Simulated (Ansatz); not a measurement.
Computed with Ansatz.

A structure relaxed at PBE0-D4/def2-TZVP, charge 0, multiplicity 1:

```tsv
atom	x (Å)	y (Å)	z (Å)
N1	-0.8399	-1.0188	-0.3390
C2	0.0865	0.0789	-0.2564
N3	-0.6514	1.2454	0.0216
N4	1.1891	0.0250	0.6664
F5	0.7028	0.0932	-1.5149
H6	-0.3588	-1.8693	-0.5996
H7	-1.3007	-1.1521	0.5511
H8	-0.0490	2.0559	0.0330
H9	-1.4074	1.3567	-0.6387
H10	1.7835	-0.7673	0.4621
H11	0.8454	-0.0476	1.6144
```

(1) Give its formula and SMILES.

(2) Point group (tolerance 0.08 Å, 0.16 Å for H)?

(3) Summarise the bond lengths by kind.

Results:

(1) CH6FN3, `NC(N)(N)F`.

(2) Cs.

(3) 3 × C–N 1.408 to 1.439 Å; 6 × H–N 1.010 to 1.011 Å; 1 × C–F 1.401 Å.
